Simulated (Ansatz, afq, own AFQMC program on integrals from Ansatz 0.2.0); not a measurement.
**Atomization energy of AlBHCl, singlet, worked out**

```xyz
4

Al    0.0000   -0.1681    1.6992
B     0.0000    1.1073   -0.1084
Cl    0.0000   -0.2715   -1.2415
H     0.0000    2.1713   -0.6548
```

Connectivity, by distances: Al–BH–Cl.

Basis cc-pVDZ. Only valence electrons are correlated. AFQMC by an in-house program on the Cholesky factors that Ansatz 0.2.0 writes for its CCSD(T) run. The CISD trial takes its coefficients from CCSD amplitudes. Released means that phaseless walkers are propagated on without the constraint, phases kept. ± is one standard error of the sampling.

Total energies in eV. CBS is CCSD(T) at the limit of def2-TZVPP/QZVPP (extrapolated itself); the highest rung of each member is named.

Cautions: AlBHCl (singlet): higher spins were not checked, restricted determinant unstable towards unrestricted (UHF 77 meV lower, ⟨S²⟩ 0.45).

```
         member  count  CCSD(T)/cc-pVDZ  highest rung in cc-pVDZ     which  CCSD(T)/CBS
   Al (doublet)     +1       -6583.0131               -6583.0229       FCI   -6583.4221
    B (doublet)     +1        -669.1119                -669.1218       FCI    -669.4648
   Cl (doublet)     +1      -12506.3229              -12506.3327       FCI  -12509.3582
    H (doublet)     +1         -13.5861                 -13.5861       FCI     -13.6059
AlBHCl, singlet     -1      -19781.8698              -19781.9175  CCSDT(Q)  -19786.6577
```

Task: Work out the best estimate of the atomization energy: the CCSD(T)/CBS difference plus the step from CCSD(T) to the highest rung.

Result: Sums with the counts: CCSD(T)/CBS 10.8067 eV, highest rung 9.8540 eV, CCSD(T)/cc-pVDZ 9.8358 eV. The step is 9.8540 − 9.8358 = 0.0182 eV, so the best estimate is 10.8067 + (0.0182) = 10.8249 eV. The basis set is worth 0.971 eV of it. Zero-point, core-correlation and spin–orbit terms aren't in it. Past Ne the Hartree–Fock part of each CBS total tends to overshoot, since the cores don't follow the formula; that largely cancels in the difference.

Best estimates are given only where the step beyond CCSD(T) is under 0.3 eV and no member's determinant is very poor (T1 over 0.05, or 0.07 for open shells, ⟨S²⟩ too high by 0.3, two states mixed), so the hardest cases are missing from such tables.

CCSDT and higher add their correlation energy to the determinant of the CCSD(T) run, since their own runs factorise the integrals more tightly (a shift of under 2 meV). Each member of a difference takes its own highest rung, so a best estimate needn't equal the limit plus the step of one row.
